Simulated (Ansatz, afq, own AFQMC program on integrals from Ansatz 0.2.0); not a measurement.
## Te, triplet → Te⁺, quartet

A free Te atom.

E(quartet, charge +1) − E(triplet, charge +0) at this geometry, on UHF and UHF determinants.

Basis def2-SVP with its core potentials. Only valence electrons are correlated. Ansatz 0.2.0 and our own AFQMC program on the same integrals; the CISD trial comes from CCSD amplitudes, and released means the phaseless constraint is let go. Free projection: walkers drawn from exp(T), propagated without any constraint. Its projection time is finite, and what remains of the start isn't in its error. ± is one standard error of the sampling. No spin–orbit coupling. The errors of all members are added in quadrature.

Full CI on the same integrals is exact in this basis and with this determinant's frozen core.

Errors are counted within def2-SVP, not against nature.

Cautions: inner d shell frozen; no spin-orbit coupling.

Reference (full CI): 8.100 eV.

```csv
level,vertical ionization energy (eV),error against FCI (eV)
HF,7.691,-0.409
MP2,8.062,-0.038
CCSD,8.092,-0.009
CCSD(T),8.098,-0.002
CCSDT,8.099,-0.001
CCSDT(Q),8.100,0.000
CCSDTQ,8.100,0.000
ph-AFQMC/HF,8.034 ± 0.021,-0.066 ± 0.021
free AFQMC,8.102 ± 0.002,0.002 ± 0.002
```

Correlation beyond CCSD(T) adds 0.002 eV. The perturbative (T) step is worth +0.006 eV.

CCSDT and higher add their correlation energy to the determinant of the CCSD(T) run, since their own runs factorise the integrals more tightly (a shift of under 2 meV). Free projections are given only where their last times agree within the noise and don't stop above the reference; a slow remainder of the start can still hide under it. A walk keeps the symmetry of its determinant, which the program's search chose and which needn't be the lowest solution, so a lower state of the same spin and another symmetry isn't excluded.
